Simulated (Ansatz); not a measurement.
Relaxation of H$_{7}$NOSi (10 atoms, charge 0, multiplicity 1), to a largest force component of 0.03 eV/Å in at most 50 steps.

These are results of Ansatz, RKS BLYP/def2-SVP, not measurements.

```xyz
10
Properties=species:S:1:pos:R:3:forces:R:3
Si 0.083 -0.475 -0.417 -0.07 0.27 -0.17
N 0.355 0.205 2.513 0.11 -0.48 0.02
H -0.537 0.229 3.031 0.04 0.02 0.00
H 1.046 0.669 3.123 -0.03 -0.02 -0.04
H 1.230 0.480 -0.417 0.00 0.00 0.00
H -1.200 0.210 -0.059 0.01 0.00 -0.01
H -0.083 -0.991 -1.831 0.00 0.01 0.00
O 0.408 -1.836 0.534 0.04 -0.31 0.18
H 0.247 -2.676 0.069 0.02 0.02 0.00
H 0.622 -0.804 2.477 -0.12 0.49 0.03
```

Q: Where does it end, and by what steps?

A: The forces met the threshold. After 7 steps the energy has fallen by 0.017 eV; H4 moved furthest, 0.32 Å.

| step | energy less start (eV) | largest force component (eV/Å) | accepted |
| --- | --- | --- | --- |
| 0 | 0.0000 | 0.492 | yes |
| 1 | -0.0030 | 0.359 | yes |
| 2 | -0.0085 | 0.253 | yes |
| 3 | -0.0110 | 0.205 | yes |
| 4 | -0.0136 | 0.146 | yes |
| 5 | -0.0149 | 0.147 | yes |
| 6 | -0.0170 | 0.036 | yes |
| 7 | -0.0171 | 0.023 | yes |

```xyz
10
Properties=species:S:1:pos:R:3
Si 0.072 -0.467 -0.312
N 0.313 0.128 2.431
H -0.498 0.398 3.005
H 1.120 0.643 2.810
H 1.211 0.500 -0.271
H -1.234 0.188 0.003
H -0.032 -0.918 -1.759
O 0.355 -1.911 0.552
H 0.381 -2.678 -0.048
H 0.485 -0.871 2.613
```

Whether the end is a true minimum wasn't checked by a vibrational analysis.

Run time: 11 s on 2 threads of Arm Neoverse V2 (shared host), peak memory 0.12 GiB.
